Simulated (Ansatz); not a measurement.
System: cubic perovskite BaTiO₃ (cubic high-temperature phase). Method: PBE0 in Ansatz (plane waves, PAW).

Run with plane-wave cutoff 500 eV, 6×6×6 k mesh, gaussian smearing 0.02 eV, no spin polarisation, scalar-relativistic PAW data made under PBE.

The cell is the one relaxed with r²SCAN: a = 3.9940 Å, b = 3.9940 Å, c = 3.9940 Å, α = 90.00°, β = 90.00°, γ = 90.00°.

Task: Predict the band gap.

Result: 
- band gap = 3.96 eV (on the SCF k mesh)

Measured, for comparison: band gap 3.2 eV (temperature not stated, no zero-point or thermal correction; as tabulated in Matsushita et al. (2011), arXiv:1104.2769).

Note: held by symmetry at 0 K, a high-temperature phase can be a saddle point; cell and atoms aren't relaxed at this level (pressure -2.4 GPa).

Spin–orbit coupling is not included.

Computed values are for the static lattice.

The result took about 2.8 core-minutes (a rough figure).

Ansatz is a program for electronic structure.
